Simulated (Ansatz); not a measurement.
**AlF₂ (sextet): wave-function methods side by side, def2-QZVPP**

One table from this session's results is given with a row withheld; the runs are named, their logs left out.

Computed with Ansatz 0.2.0, Gaussian basis. Level: def2-QZVPP, core rule «outside noble gas», up to 7 orbitals frozen.

The runs, in order: UHF; ROHF; CCSD(T) on UHF.

## The system

The geometry is a PBE0/def2-TZVP stationary point (not a proven minimum) of the parent state, kept for this charge and spin.

3 atoms, charge 0, spin multiplicity 6.

Atoms are counted from 1 here; the program's logs count them from 0.

Bond lengths: Al1–F2 1.811 Å, Al1–F3 1.811 Å. Angles: F2–Al1–F3 65.9°.

The first run:

File in.yaml:

```yaml
crystal:
  periodic: [false, false, false]
  atoms:
    - {symbol: Al, position_ang: [0.000000, -0.888930, -0.000475]}
    - {symbol: F, position_ang: [0.000000, 0.631755, -0.984846]}
    - {symbol: F, position_ang: [0.000000, 0.630704, 0.985520]}
basis:
  gaussian: {orbitals: "def2-QZVPP.json"}
magnetization: {spin_polarized: true, initial_magnetization: 5}
hamiltonian: {xc: hf}
output: {orbitals: {seedname: orbitals}}
```

Started as:

```console
$ ansatz run in.yaml --threads 1 --pin off --events-out ev --progress --plain --max-ram 2393MiB
```

Steps of the session up to this table: UHF; ROHF; CCSD(T) on UHF.

One table of the session follows, with a row left open; its other results are not shown here.

| method | from UCCSD(T) (kcal/mol) |
| --- | --- |
| ROHF | +326.18 |
| UHF | ? |
| UMP2 | +26.07 |
| UCCSD | +8.02 |
| UCCSD(T) | 0 |

**Question.** Estimate the row for UHF.

The run gave: from UCCSD(T) (kcal/mol): +319.22. In the column «from UCCSD(T) (kcal/mol)» it lies between UMP2 (+26.07) and ROHF (+326.18).
